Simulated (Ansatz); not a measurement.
**How far each method lies from full CI for HNAl, doublet**

Geometry: a point of a stretch scan, not a stationary point.

```xyz
3

Al    0.0000    0.0128    0.6567
N     0.0000   -0.1265   -1.0752
H     0.0000    1.4159   -2.6369
```

Basis 6-31G; Ansatz 0.2.0. Only valence electrons are correlated (noble-gas cores frozen), which leaves 9 electrons in 18 orbitals. Prefix R: restricted or restricted open-shell reference; prefix U: unrestricted. Active spaces: pair = (3e, 3o) about the gap; valence = (9e, 9o) chosen from the atoms' valence shells.

Full CI is exact within this basis and frozen core; it isn't the basis-set limit. The frozen core follows each run's orbitals, which can shift R against U totals by a few meV.

Unrestricted rows (U) aren't spin-pure: their determinants' ⟨S²⟩ exceeds S(S+1) by up to 0.96, so they mix in states of higher spin. HF rows are the lowest solutions found. Coupled cluster chose its determinant by trial CCSD, here up to 0.14 eV above the lowest Hartree–Fock solution of its kind, and MP2 stands on that determinant too.

The UHF ⟨S²⟩ is 1.814. The ⟨S²⟩ of the determinant under UCCSD is 1.714, the T1 diagnostic (RCCSD) is 0.1139 and the largest doubles amplitude (RCCSD) is 0.218. The T1 diagnostic (UCCSD) is 0.0734.

```json
{"level": "RMP2", "E − E(determinant under the R cluster runs) (eV)": "-4.3613"}
{"level": "UMP2", "E − E(determinant under the R cluster runs) (eV)": "-5.0474"}
{"level": "RCCSD", "E − E(determinant under the R cluster runs) (eV)": "-5.8700"}
{"level": "UCCSD*", "E − E(determinant under the R cluster runs) (eV)": "-5.9563"}
{"level": "RCCSD(T)", "E − E(determinant under the R cluster runs) (eV)": "-6.1907"}
{"level": "UCCSD(T)*", "E − E(determinant under the R cluster runs) (eV)": "-6.0969"}
```

Problem. Estimate how far full CI in 6-31G lies from RCCSD(T). The table doesn't fix it; the size of (T) and the diagnostics are the guide.

Solution. Full CI in 6-31G lies 8.9 kJ/mol below RCCSD(T), which is 29 % of the (T) step (-30.9 kJ/mol). More than one determinant leads, and the rest is a large part of (T). The miss exceeds 1 kcal/mol.

The other levels:

```csv
level,E − E(full CI) (kJ/mol),share of correlation (%),wall time
UHF†,342.5,–,0.96 s
BCCD(T)*,16.6,97.27,3.8 s
RCCSDT,4.5,99.26,–
UCCSDT,5.6,99.07,–
RCCSDT(Q),-1.0,100.17,8 s
UCCSDT(Q),1.3,99.79,8.5 s
RCCSDTQ,0.5,99.92,69 s
CASSCF (pair space)†,333.3,–,–
NEVPT2 (pair space)†,111.0,–,1.7 s
MRCISD (pair space)†,59.2,–,–
MRCISD+Q (pair space)†,27.6,–,2.2 s
CASSCF (valence space),138.3,77.19,–
NEVPT2 (valence space),39.4,93.50,4.6 s
MRCISD (valence space),11.3,98.14,–
MRCISD+Q (valence space),7.5,98.76,6.5 s
```

An asterisk marks runs whose energy the program itself flagged as in doubt. A dagger marks rows that describe another state than the reference (another or a broken symmetry, a higher spin or other natural occupations), so the difference isn't the method's error.

The correlation energy at full CI, counted from the determinant under the R cluster runs, is -6.283 eV. That run took 8.7 min on 1 thread of Arm Neoverse V1, shared host over 13,106,016 determinants.

Run but not shown, since their state or frozen core can't be matched to the reference's or they repeat it: RHF, CISD.

Times hold each run's SCF and search for its determinant on a shared host, so for small cases they say little of a method's own cost; they ran on 1 thread of Arm Neoverse V1.

More than 5 meV below full CI, which no variational method can be: RCCSDT(Q).

The full-CI state has the irrep A' of Cs, in the program's axes.

Natural occupations of full CI about the gap: 1.979 1.907 1.869 1.550 1.016 0.449 0.097 0.063 0.028 0.011; effectively unpaired electrons, Σ n²(2−n)², 2.12. No single determinant describes this state well, so single-reference rows can miss without a flag.
